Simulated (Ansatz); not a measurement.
# H2S (singlet): from Hartree-Fock to the top rungs at angle H2–S1–H3 = 158.7°, cc-pVDZ

The task here is to estimate one member of a computed series from the others.

Computed with Ansatz 0.2.0, Gaussian basis. Level: cc-pVDZ, core rule «outside noble gas», up to 5 orbitals frozen.

Plan: UHF; CCSD(T) on RHF; BCCD(T) on RHF; CISD; CCSDT(Q) on RHF; CCSDTQ on RHF; CASSCF and MRCISD+Q, 2 electrons in 2 orbitals; CASSCF and NEVPT2, 2 electrons in 2 orbitals; CASSCF and MRCISD+Q, 8 electrons in 6 orbitals; CASSCF and NEVPT2, 8 electrons in 6 orbitals; Full CI.

14 further runs of the same task are left out: 11 that didn't finish, 3 set aside as unsound or not needed. Runs told in other sessions of the task aren't counted.

## What is computed

The geometry derives from a PBE0/def2-TZVP stationary point (not a proven minimum). One angle is set to the value named; bond lengths are kept.

3 atoms, charge 0, spin multiplicity 1.

Atoms are counted from 1 here; the program's logs count them from 0.

Bond lengths: S1–H2 1.341 Å, S1–H3 1.341 Å. Angles: H2–S1–H3 158.7°.

The first run:

The input, in.yaml:

```yaml
crystal:
  periodic: [false, false, false]
  atoms:
    - {symbol: S, position_ang: [0.000000, -0.014661, 0.000000]}
    - {symbol: H, position_ang: [0.000000, 0.233206, -1.318091]}
    - {symbol: H, position_ang: [0.000000, 0.233201, 1.318092]}
basis:
  gaussian: {orbitals: cc-pVDZ}
magnetization: {spin_polarized: true, initial_magnetization: 0}
hamiltonian: {xc: hf}
output: {orbitals: {seedname: orbitals}}
```

Started as:

```sh
$ ansatz run in.yaml --threads 1 --pin off --events-out ev --progress --plain --max-ram 2393MiB
```

Steps of the session up to this table: UHF; CCSD(T) on RHF; BCCD(T) on RHF; CISD; CCSDT(Q) on RHF; CCSDTQ on RHF; CASSCF and MRCISD+Q, 2 electrons in 2 orbitals; CASSCF and NEVPT2, 2 electrons in 2 orbitals; CASSCF and MRCISD+Q, 8 electrons in 6 orbitals; CASSCF and NEVPT2, 8 electrons in 6 orbitals; Full CI.

One table of the session follows, with a row left open; its other results are not shown here.

| method | from FCI (meV) |
| --- | --- |
| RHF | +4890.6 |
| RMP2 | +744.9 |
| CISD | +361.6 |
| RCCSD | +123.5 |
| RCCSD(T) | +23.3 |
| BCCD(T) | +23.9 |
| RCCSDT | +11.4 |
| RCCSDT(Q) | +1.3 |
| RCCSDTQ | +0.5 |
| CASSCF pair | +4403.4 |
| NEVPT2 pair | +809.5 |
| MRCISD pair | +293.6 |
| MRCISD+Q pair | -15.3 |
| CASSCF valence | +3825.0 |
| NEVPT2 valence | +831.8 |
| MRCISD valence | ? |
| MRCISD+Q valence | +7.3 |
| FCI | 0 |

Q: Estimate the row for MRCISD valence from the others.

As computed: from FCI (meV): +223.3. In the column «from FCI (meV)» it lies between RCCSD (+123.5) and MRCISD pair (+293.6).

To keep in mind: MRCISD+Q pair falls below full CI: the +Q correction isn't variational, and the cores differ from full CI's.
